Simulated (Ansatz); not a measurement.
Ansatz (a quantum-chemistry and plane-wave program) input for AlCl3, SMILES [Cl][Al]([Cl])[Cl] (connectivity only; charge and spin as stated), charge +1, multiplicity 2, PBE0-D3(BJ)/def2-SVP. 

Ansatz 0.2 input:
```yaml
crystal:
  periodic: [false, false, false]
  atoms:
    - {symbol: Al, position_ang: [0.00000000, -0.00000000, 0.03307131]}
    - {symbol: Cl, position_ang: [1.76344226, -1.01812386, -0.00842994]}
    - {symbol: Cl, position_ang: [-1.76344226, -1.01812386, -0.00842994]}
    - {symbol: Cl, position_ang: [-0.00000000, 2.03624773, -0.00842994]}
basis:
  gaussian:
    orbitals: def2-SVP
hamiltonian:
  xc: pbe0
  dispersion: d3bj
total_charge: 1
magnetization: {spin_polarized: true, initial_magnetization: 1}
relax: {f_tol: 0.002, max_steps: 200}
```

Output:

```
WARN ansatz: RAYON_NUM_THREADS=1 ignored (pool sized by the plan → 1); use --threads N
Functional definition: PBE0
integrals: 0.02 GiB planned
679 factors; integrals over basis functions are off by at most 2.9e-4 eV
mean field: 0.43 GiB planned
mean field evaluation 1: about -44128.8429 eV, gradient 1.5e1 eV
mean field evaluation 2: about -44129.2665 eV, gradient 1.2e1 eV
mean field evaluation 4: about -44129.8995 eV, gradient 2.5e-1 eV
mean field evaluation 8: about -44129.9007 eV, gradient 9.2e-2 eV
mean field evaluation 16: about -44129.9008 eV, gradient 7.4e-5 eV
mean field -44129.90077936 eV, -1621.7439413203 hartree, gradient 1.2e-5 eV, S^2 0.754918; 4 other end points of the search recorded, 0 dependent functions left out
the calculation of the forces begins
reference -44129.90080348 eV, -1621.7439422068 hartree; 32, 31 occupied and 40, 41 virtual orbitals, 679 factors
relax step   1: F+E_penalty+E_count = -44130.02239885 eV  Δ(F+E_penalty+E_count) = +0.000e0 eV  max|allowed force component| = 9.499e-1 eV/Å  Δτ_max = 0.0000 Å  (63 SCF iters, accepted)
these checks for a lower state are left out or cut short: starts, cluster_reference, orbital_swaps, neighbouring_geometries, increment
integrals: 0.02 GiB planned
679 factors; integrals over basis functions are off by at most 3.4e-4 eV
mean field: 0.43 GiB planned
mean field evaluation 32: about -44129.9669 eV, gradient 3.4e-2 eV
mean field -44129.96919872 eV, -1621.7464556853 hartree, gradient 1.7e-5 eV, S^2 0.755015; 0 other end points of the search recorded, 0 dependent functions left out
the calculation of the forces begins
reference -44129.96922293 eV, -1621.7464565753 hartree; 32, 31 occupied and 40, 41 virtual orbitals, 679 factors
relax step   2: F+E_penalty+E_count = -44130.08775159 eV  Δ(F+E_penalty+E_count) = -6.535e-2 eV  max|allowed force component| = 1.169e-1 eV/Å  Δτ_max = 0.0546 Å  (33 SCF iters, accepted)
these checks for a lower state are left out or cut short: starts, cluster_reference, orbital_swaps, neighbouring_geometries, increment
integrals: 0.02 GiB planned
679 factors; integrals over basis functions are off by at most 3.3e-4 eV
mean field: 0.43 GiB planned
mean field -44129.97018954 eV, -1621.7464920974 hartree, gradient 7.2e-6 eV, S^2 0.755005; 0 other end points of the search recorded, 0 dependent functions left out
the calculation of the forces begins
reference -44129.97021375 eV, -1621.7464929870 hartree; 32, 31 occupied and 40, 41 virtual orbitals, 679 factors
relax step   3: F+E_penalty+E_count = -44130.08905514 eV  Δ(F+E_penalty+E_count) = -1.304e-3 eV  max|allowed force component| = 1.964e-2 eV/Å  Δτ_max = 0.0058 Å  (34 SCF iters, accepted)
these checks for a lower state are left out or cut short: starts, cluster_reference, orbital_swaps, neighbouring_geometries, increment
integrals: 0.02 GiB planned
679 factors; integrals over basis functions are off by at most 3.3e-4 eV
mean field: 0.43 GiB planned
mean field -44129.97023589 eV, -1621.7464938007 hartree, gradient 2.1e-5 eV, S^2 0.755003; 0 other end points of the search recorded, 0 dependent functions left out
the calculation of the forces begins
reference -44129.97026009 eV, -1621.7464946902 hartree; 32, 31 occupied and 40, 41 virtual orbitals, 679 factors
relax step   4: F+E_penalty+E_count = -44130.08916806 eV  Δ(F+E_penalty+E_count) = -1.129e-4 eV  max|allowed force component| = 3.198e-3 eV/Å  Δτ_max = 0.0059 Å  (31 SCF iters, accepted)
these checks for a lower state are left out or cut short: starts, cluster_reference, orbital_swaps, neighbouring_geometries, increment
integrals: 0.02 GiB planned
679 factors; integrals over basis functions are off by at most 3.3e-4 eV
mean field: 0.43 GiB planned
mean field -44129.97024334 eV, -1621.7464940747 hartree, gradient 2.2e-5 eV, S^2 0.755004; 0 other end points of the search recorded, 0 dependent functions left out
the calculation of the forces begins
reference -44129.97026755 eV, -1621.7464949642 hartree; 32, 31 occupied and 40, 41 virtual orbitals, 679 factors
relax step   5: F+E_penalty+E_count = -44130.08917110 eV  Δ(F+E_penalty+E_count) = -3.041e-6 eV  max|allowed force component| = 8.993e-4 eV/Å  Δτ_max = 0.0013 Å  (27 SCF iters, accepted)
these checks for a lower state are left out or cut short: starts, cluster_reference, orbital_swaps, neighbouring_geometries, increment
integrals: 0.02 GiB planned
679 factors; integrals over basis functions are off by at most 3.3e-4 eV
mean field: 0.43 GiB planned
mean field evaluation 64: about -44129.9702 eV, gradient 2.2e-5 eV
mean field -44129.97024354 eV, -1621.7464940821 hartree, gradient 2.2e-5 eV, S^2 0.755004; 0 other end points of the search recorded, 0 dependent functions left out
the calculation of the forces begins
reference -44129.97026775 eV, -1621.7464949717 hartree; 32, 31 occupied and 40, 41 virtual orbitals, 679 factors
relax step   6: F+E_penalty+E_count = -44130.08917120 eV  Δ(F+E_penalty+E_count) = -9.283e-8 eV  max|allowed force component| = 1.088e-3 eV/Å  Δτ_max = 0.0001 Å  (24 SCF iters, accepted)
these checks for a lower state are left out or cut short: starts, cluster_reference, orbital_swaps, neighbouring_geometries, increment
integrals: 0.02 GiB planned
679 factors; integrals over basis functions are off by at most 3.3e-4 eV
mean field: 0.43 GiB planned
mean field -44129.97047262 eV, -1621.7465025004 hartree, gradient 1.8e-5 eV, S^2 0.754997; 0 other end points of the search recorded, 0 dependent functions left out
the calculation of the forces begins
reference -44129.97049685 eV, -1621.7465033909 hartree; 32, 31 occupied and 40, 41 virtual orbitals, 679 factors
relax step   7: F+E_penalty+E_count = -44130.08939328 eV  Δ(F+E_penalty+E_count) = -2.221e-4 eV  max|allowed force component| = 5.303e-2 eV/Å  Δτ_max = 0.0234 Å  (37 SCF iters, accepted)
these checks for a lower state are left out or cut short: starts, cluster_reference, orbital_swaps, neighbouring_geometries, increment
integrals: 0.02 GiB planned
679 factors; integrals over basis functions are off by at most 3.4e-4 eV
mean field: 0.43 GiB planned
mean field -44129.97077086 eV, -1621.7465134605 hartree, gradient 8.7e-6 eV, S^2 0.754986; 0 other end points of the search recorded, 0 dependent functions left out
the calculation of the forces begins
reference -44129.97079509 eV, -1621.7465143511 hartree; 32, 31 occupied and 40, 41 virtual orbitals, 679 factors
relax step   8: F+E_penalty+E_count = -44130.08972119 eV  Δ(F+E_penalty+E_count) = -3.279e-4 eV  max|allowed force component| = 1.263e-2 eV/Å  Δτ_max = 0.0094 Å  (39 SCF iters, accepted)
these checks for a lower state are left out or cut short: starts, cluster_reference, orbital_swaps, neighbouring_geometries, increment
integrals: 0.02 GiB planned
679 factors; integrals over basis functions are off by at most 3.7e-4 eV
mean field: 0.43 GiB planned
mean field -44129.96914059 eV, -1621.7464535494 hartree, gradient 2.1e-5 eV, S^2 0.754388; 0 other end points of the search recorded, 0 dependent functions left out
the calculation of the forces begins
reference -44129.96916450 eV, -1621.7464544281 hartree; 32, 31 occupied and 40, 41 virtual orbitals, 679 factors
relax step   9: F+E_penalty+E_count = -44130.08817576 eV  Δ(F+E_penalty+E_count) = +1.545e-3 eV  max|allowed force component| = 2.739e-1 eV/Å  Δτ_max = 0.1558 Å  (44 SCF iters, rejected (line search))
these checks for a lower state are left out or cut short: starts, cluster_reference, orbital_swaps, neighbouring_geometries, increment
integrals: 0.02 GiB planned
679 factors; integrals over basis functions are off by at most 3.5e-4 eV
mean field: 0.43 GiB planned
mean field evaluation 96: about -44129.9721 eV, gradient 1.4e-1 eV
mean field -44129.97376709 eV, -1621.7466235699 hartree, gradient 3.1e-6 eV, S^2 0.754800; 0 other end points of the search recorded, 0 dependent functions left out
the calculation of the forces begins
reference -44129.97379125 eV, -1621.7466244578 hartree; 32, 31 occupied and 40, 41 virtual orbitals, 679 factors
relax step  10: F+E_penalty+E_count = -44130.09286143 eV  Δ(F+E_penalty+E_count) = -3.140e-3 eV  max|allowed force component| = 3.025e-2 eV/Å  Δτ_max = 0.0779 Å  (44 SCF iters, accepted)
these checks for a lower state are left out or cut short: starts, cluster_reference, orbital_swaps, neighbouring_geometries, increment
integrals: 0.02 GiB planned
679 factors; integrals over basis functions are off by at most 3.6e-4 eV
mean field: 0.43 GiB planned
mean field -44129.97334910 eV, -1621.7466082092 hartree, gradient 2.0e-5 eV, S^2 0.754509; 0 other end points of the search recorded, 0 dependent functions left out
the calculation of the forces begins
reference -44129.97337304 eV, -1621.7466090891 hartree; 32, 31 occupied and 40, 41 virtual orbitals, 679 factors
relax step  11: F+E_penalty+E_count = -44130.09251363 eV  Δ(F+E_penalty+E_count) = +3.478e-4 eV  max|allowed force component| = 6.915e-2 eV/Å  Δτ_max = 0.0734 Å  (40 SCF iters, rejected (line search))
these checks for a lower state are left out or cut short: starts, cluster_reference, orbital_swaps, neighbouring_geometries, increment
integrals: 0.02 GiB planned
679 factors; integrals over basis functions are off by at most 3.5e-4 eV
mean field: 0.43 GiB planned
mean field -44129.97445436 eV, -1621.7466488267 hartree, gradient 1.7e-5 eV, S^2 0.754696; 0 other end points of the search recorded, 0 dependent functions left out
the calculation of the forces begins
reference -44129.97447844 eV, -1621.7466497115 hartree; 32, 31 occupied and 40, 41 virtual orbitals, 679 factors
relax step  12: F+E_penalty+E_count = -44130.09364336 eV  Δ(F+E_penalty+E_count) = -7.819e-4 eV  max|allowed force component| = 5.353e-3 eV/Å  Δτ_max = 0.0302 Å  (38 SCF iters, accepted)
these checks for a lower state are left out or cut short: starts, cluster_reference, orbital_swaps, neighbouring_geometries, increment
integrals: 0.02 GiB planned
679 factors; integrals over basis functions are off by at most 3.5e-4 eV
mean field: 0.43 GiB planned
mean field evaluation 128: about -44129.9744 eV, gradient 6.8e-5 eV
mean field -44129.97437112 eV, -1621.7466457678 hartree, gradient 7.3e-6 eV, S^2 0.754640; 0 other end points of the search recorded, 0 dependent functions left out
the calculation of the forces begins
reference -44129.97439515 eV, -1621.7466466509 hartree; 32, 31 occupied and 40, 41 virtual orbitals, 679 factors
relax step  13: F+E_penalty+E_count = -44130.09365900 eV  Δ(F+E_penalty+E_count) = -1.564e-5 eV  max|allowed force component| = 2.068e-2 eV/Å  Δτ_max = 0.0125 Å  (40 SCF iters, accepted)
these checks for a lower state are left out or cut short: starts, cluster_reference, orbital_swaps, neighbouring_geometries, increment
integrals: 0.02 GiB planned
679 factors; integrals over basis functions are off by at most 3.5e-4 eV
mean field: 0.43 GiB planned
mean field -44129.97447460 eV, -1621.7466495704 hartree, gradient 1.5e-5 eV, S^2 0.754655; 0 other end points of the search recorded, 0 dependent functions left out
the calculation of the forces begins
reference -44129.97449864 eV, -1621.7466504539 hartree; 32, 31 occupied and 40, 41 virtual orbitals, 679 factors
relax step  14: F+E_penalty+E_count = -44130.09369610 eV  Δ(F+E_penalty+E_count) = -3.710e-5 eV  max|allowed force component| = 2.166e-4 eV/Å  Δτ_max = 0.0027 Å  (32 SCF iters, accepted)
integrals: 0.02 GiB planned
679 factors; integrals over basis functions are off by at most 3.5e-4 eV
mean field: 0.43 GiB planned
mean field evaluation 160: about -44129.6588 eV, gradient 3.4e0 eV
mean field -44129.97447460 eV, -1621.7466495704 hartree, gradient 1.5e-5 eV, S^2 0.754655; 6 other end points of the search recorded, 0 dependent functions left out
the calculation of the forces begins
reference -44129.97449864 eV, -1621.7466504539 hartree; 32, 31 occupied and 40, 41 virtual orbitals, 679 factors
Total energy: -44130.09372014 eV, -1621.7510317633 hartree
Atom 0 at    -0.000000    -0.129985     0.001853 Å, force     0.000000     0.000145     0.000192 eV/Å
Atom 1 at     1.906218    -0.930385     0.001872 Å, force    -0.000165    -0.000181    -0.000070 eV/Å
Atom 2 at    -1.906218    -0.930386     0.001872 Å, force     0.000165    -0.000181    -0.000070 eV/Å
Atom 3 at     0.000001     1.990757     0.002185 Å, force     0.000000     0.000217    -0.000052 eV/Å
Dipole moment:    -0.000000     0.065229    -0.000089 e Å
```

The calculation finished and met its thresholds.

Cost: roughly 70 core-seconds.
